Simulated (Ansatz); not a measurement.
A calculation on bcc Rb returned lattice constant a 5.670 Å, bulk modulus 2.8 GPa, cohesive energy 0.77 eV/atom.

For reference: lattice constant a 5.576 Å (measured, low-temperature or extrapolated to 0 K; zero-point anharmonic expansion removed; as tabulated in Csonka et al. (2009), arXiv:0903.4037); bulk modulus 2.9 GPa (measured, corrected for temperature and zero-point phonon effects, sources range from 2.9 to 3.6; as tabulated in Levämäki et al. (2014), arXiv:1402.3671); cohesive energy 0.86 eV/atom (measured, static lattice: zero-point vibration energy added; as tabulated in Mejia-Rodriguez and Trickey (2018), arXiv:1807.09216).

**Question.** Which level of theory produced these numbers?
(A) LDA (Ansatz, a program for electronic structure)
(B) r²SCAN (Ansatz)
(C) PBE (Ansatz)
(D) HSE06 (Ansatz)

**Answer.** C, PBE (Ansatz)

The others give: HSE06 5.728 Å, 2.7 GPa, 0.75 eV/atom; LDA 5.376 Å, 3.6 GPa, 0.92 eV/atom; r²SCAN 5.747 Å, 2.6 GPa, 0.75 eV/atom.

Unless a cell is named, each level is at its own relaxed cell (HSE06 93.96, LDA 77.70, PBE 91.13, r²SCAN 94.90 Å³/atom).

Ansatz's density-functional and Hartree–Fock values are scalar-relativistic unless marked +SOC, with PAW data made under PBE.
